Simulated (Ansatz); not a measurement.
**CHF+ (doublet): wave-function methods side by side, def2-QZVPP**

One table from this session's results is given with a row withheld; the runs are named, their logs left out.

The runs use Ansatz 0.2.0, Gaussian basis; def2-QZVPP, core rule «outside noble gas», up to 2 orbitals frozen.

The runs, in order: UHF; ROHF; CCSD(T) on UHF.

2 further runs of the same task are left out: 2 set aside as unsound or not needed.

### The geometry

The geometry is a PBE0/def2-TZVP stationary point (not a proven minimum) of the parent state, kept for this charge and spin.

3 atoms, charge 1, spin multiplicity 2.

Atoms are counted from 1 here; the program's logs count them from 0.

Bond lengths: C1–F2 1.301 Å, C1–H3 1.126 Å. Angles: F2–C1–H3 102.3°.

As a file:

```tsv
atom	x (Å)	y (Å)	z (Å)
C1	0.0000	-0.1639	0.7472
F2	0.0000	0.0569	-0.5345
H3	0.0000	0.8798	1.1709
```

Set-up of the first run:

The input, in.yaml:

```yaml
crystal:
  periodic: [false, false, false]
  atoms:
    - {symbol: C, position_ang: [0.000000, -0.163885, 0.747173]}
    - {symbol: F, position_ang: [0.000000, 0.056933, -0.534482]}
    - {symbol: H, position_ang: [0.000000, 0.879752, 1.170931]}
basis:
  gaussian: {orbitals: "def2-QZVPP.json"}
total_charge: 1
magnetization: {spin_polarized: true, initial_magnetization: 1}
hamiltonian: {xc: hf}
output: {orbitals: {seedname: orbitals}}
```

Started as:

```sh
$ ansatz run in.yaml --threads 1 --pin off --events-out ev --progress --plain --max-ram 2393MiB
```

Among the steps run: UHF; ROHF; CCSD(T) on UHF.

One of the session's tables, all rows but one given; the rest of the session is left out.

It belongs to the step «Misses and costs». 

| method | from UCCSD(T) (meV) |
| --- | --- |
| ROHF | +11301.0 |
| UHF | +11217.9 |
| UMP2 | ? |
| UCCSD | +452.8 |
| UCCSD(T) | 0 |

**Question.** Estimate the row for UMP2.

The run gave: from UCCSD(T) (meV): +677.1. In the column «from UCCSD(T) (meV)» it lies between UCCSD (+452.8) and UHF (+11217.9).
